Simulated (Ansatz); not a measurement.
`[OH][AlH][Cl]` + NH₃ → `[NH2][AlH][Cl]` + H₂O at 500 K and 1 bar (ligand exchange at the Al–O bond).

Calculated with Ansatz (gas phase, PBE0-D4/def2-TZVP geometries, no zero-point term in ΔE). CCSD(T)/CBS is the MP2 limit (def2-TZVPP, def2-QZVPP) plus CCSD(T) − MP2 in def2-TZVPP, frozen cores. This one scheme is used for every species. Each species was taken in one conformer, which may not be the lowest.

```json
{"species": "`[OH][AlH][Cl]`", "CCSD(T)/CBS energy (Eh)": "-778.29577", "H − E (kJ/mol)": "87.7", "S (J/(mol·K))": "327.6"}
{"species": "NH₃", "CCSD(T)/CBS energy (Eh)": "-56.50880", "H − E (kJ/mol)": "108.2", "S (J/(mol·K))": "211.8"}
{"species": "`[NH2][AlH][Cl]`", "CCSD(T)/CBS energy (Eh)": "-758.40905", "H − E (kJ/mol)": "121.8", "S (J/(mol·K))": "336.7"}
{"species": "H₂O", "CCSD(T)/CBS energy (Eh)": "-76.37941", "H − E (kJ/mol)": "73.2", "S (J/(mol·K))": "206.3"}
```

H − E and S are ideal-gas, rigid-rotor, harmonic terms from PBE0-D4/def2-TZVP, for one conformer and one mirror image of each species. 1 Eh = 2625.50 kJ/mol, R = 8.31446 J/(mol·K).

Problem. By hand: ΔE, ΔH, ΔS and ΔG.

Solution. ΔE = (-758.40905) + (-76.37941) − (-778.29577) − (-56.50880) = 0.01611 Eh = 42.3 kJ/mol. Δ(H − E) = 121.8 + 73.2 − 87.7 − 108.2 = -0.9, so ΔH = 41.4 kJ/mol. ΔS = 336.7 + 206.3 − 327.6 − 211.8 = 3.6 J/(mol·K). ΔG = 41.4 − 500 × (3.6)/1000 = 39.6 kJ/mol.

Problem. By hand: the equilibrium constant, and the temperature at which ΔG would vanish if ΔH and ΔS stayed fixed.

Solution. log₁₀ K = −ΔG/(RT ln 10) = -4.1. ΔG = 0 at ΔH/ΔS = 11500 K, far beyond where these terms or the molecules hold.

The number of gas molecules stays the same, so ΔS is small and ΔH decides. A doubt of 5 kJ/mol in ΔE shifts log₁₀ K by 0.5 here. Other conformers and mirror images would add mixing entropy, several J/(mol·K) or more a flexible species. These are equilibria of isolated gas molecules and say nothing of rates. Largest T1 diagnostic: 0.011 (customary marks: 0.02 for closed shells, 0.045 for open ones).
